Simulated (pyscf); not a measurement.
Optimised with ωB97X-D3(BJ)/def2-SVP in PySCF. Correlated levels are frozen-core, on RHF or UHF. ΔMP2 is the change of the MP2 total energy from the triple- to the quadruple-zeta basis.

Q: For the elementary gas-phase step HP=PH (SMILES P=P) + SiH₄ (SMILES [SiH4]) → H₃Si–PH–PH₂ (SMILES [SiH3]PP) (singlet surface; H–Si broken, P–Si, H–P formed), what barrier and reaction energy does CCSD(T)/def2-TZVPP + ΔMP2(QZVPP) give, measured from the separated reactants?

A: ΔE‡ = 131.7 kJ/mol, ΔE = -114.1 kJ/mol. Zero-point energy shifts the barrier by +6.7 kJ/mol. It is an addition across a multiple bond or ene-type step, with an imaginary mode of 762i cm⁻¹. At the saddle there is also a short P–Si contact that neither side keeps. One saddle was located; it need not be the lowest between these sides. The CCSD(T) − MP2 part came from Ansatz, without density fitting, on the same reference.
